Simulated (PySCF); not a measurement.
## Peak assignment

Atom-mapped SMILES (the numbers label the heavy atoms): `[O:1]=[C:2]([OH:3])/[CH:4]=[CH:5]/[F:6]`. Hydrogens are named by the atom that carries them.

All values are calculated (PySCF 2.14): structure optimised with GFN2-xTB, GIAO PBE0/pcSseg-1 shieldings. No relativistic terms, isolated molecule, single conformer.

Referencing at the same level of theory: 13C, 1H vs TMS.

**Question.** Assign these signals to the numbered atoms. 13C{1H} NMR (computed): δ 178.0 (CH), 170.3 (C), 109.6 (CH).

**Answer.** 
```tsv
δ (ppm)	atoms	environment	reason
178.0	C5	β carbon of a C=C–C=O unit	conjugation with the carbonyl draws π density from the β position
170.3	C2	carboxylic acid carbon	it is a carbonyl in resonance with an O or N lone pair, the region of acids, esters and amides
109.6	C4	α carbon of a C=C–C=O unit	as expected for a trigonal carbon in a double bond
```

**Question.** Assign these signals to the numbered atoms. 1H NMR (300 MHz, computed): δ 8.02 (m, 1H), 6.03 (br s, 1H), 5.90 (m, 1H).

**Answer.** 
```tsv
δ (ppm)	atoms	environment	reason
8.02	H(C5)	hydrogen on a β carbon of a C=C–C=O unit	–
6.03	H(O3)	hydrogen on an acid hydroxyl oxygen	labile proton, position sensitive to the medium
5.90	H(C4)	hydrogen on an α carbon of a C=C–C=O unit	attached to an sp2 carbon and in the plane of the double bond
```

Exchangeable OH/NH protons stand at their gas-phase positions; hydrogen bonding in a real sample shifts them, mostly to higher δ. Splittings by 19F in the carbon and heteronuclear signals aren't shown, as no couplings were computed. Shifts are as computed. Against solution values, carbons near 30 ppm lie about +3 ppm off and those near 130 ppm about +5 ppm (rms about the fit 2.1 ppm; single classes can miss by 10 ppm). Of 1328 compounds with measured shifts, 309 miss one by over three times the rms of a fit or turn the order of signals round; such compounds aren't used in these exercises. Signals without a measured value on file couldn't be tested in this way; 1H shifts scatter by 0.2 ppm about their fit, and single ones miss by 0.5 ppm. The C=O carbon of an acid or of an amide with N–H lies up to 10 ppm further downfield in solution, through hydrogen bonding that the calculation lacks. Multiplicities follow the n + 1 count of equivalent neighbours, as no J values were calculated; m marks all less simple cases, F and P coupling included.
